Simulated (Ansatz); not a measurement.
## Sb: which structure is lowest?

Theory: DFT, r2SCAN, plane waves (500 eV) with PAW, scalar-relativistic (Ansatz). (PAW data from PBE, frozen cores regenerated.)

Each structure is relaxed within its own symmetry, so a high-lying one may be dynamically unstable.

```tsv
structure	ΔE (meV/atom)	V (Å³/atom)	cell	magnetic state
A7 rhombohedral	0	31.59	a = 4.341 Å, c = 11.613 Å (c/a = 2.675)	spin not included
simple cubic	62	29.30	a = 3.083 Å	spin not included
beta-Sn type	175	29.08	a = 6.030 Å, c = 3.199 Å (c/a = 0.531)	spin not included
bcc	355	26.96	a = 3.778 Å	spin not included
omega (AlB2-type)	374	27.30	a = 5.422 Å, c = 3.217 Å (c/a = 0.593)	spin not included
diamond	379	41.93	a = 6.948 Å	spin not included
hcp	429	27.05	a = 3.349 Å, c = 5.570 Å (c/a = 1.663)	spin not included
dhcp	436	27.12	a = 3.317 Å, c = 11.383 Å (c/a = 3.431)	spin not included
fcc	475	27.18	a = 4.773 Å	spin not included
A15	539	27.79	a = 6.058 Å	spin not included
```

ΔE counts from A7 rhombohedral.

Differences under about 8 meV lie within the error of the k-point mesh.
